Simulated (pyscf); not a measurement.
Structures and frequencies: ωB97X-D3(BJ)/def2-SVP in PySCF.

Task: Estimate the classical barrier height and the reaction energy of `[CH3][Zn][SeH]` + `[SH2]` -> `[CH3][Zn][SH]` + `[SeH2]` at ωB97M-D3(BJ)/def2-TZVP. The step runs on the singlet surface, breaks Se–Zn, H–S and forms S–Zn, H–Se; take the separated reactants as zero.

Result: ΔE‡ = 0.52 eV, ΔE = +0.15 eV. Zero-point energy shifts the barrier by -0.02 eV. It is a four-centre exchange, with an imaginary mode of 869i cm⁻¹. On the reactant side the descent ends in a bound adduct (not fully relaxed), 0.38 eV under the separated species and 0.76 eV under the saddle at ωB97X-D3(BJ)/def2-TZVP. On the product side the descent ends in an adduct with a Se–Zn contact, 0.40 eV under the separated species and 0.57 eV under the saddle at ωB97X-D3(BJ)/def2-TZVP. What is counted as broken (Se–Zn) persists as a longer contact in the product adduct; parting that adduct is a step of its own. At ωB97X-D3(BJ) the barrier from the zero used here is 0.38 eV. This is the saddle that the search found; another between the same sides may lie lower. Elements up to Kr have no core potential and no relativistic terms here.
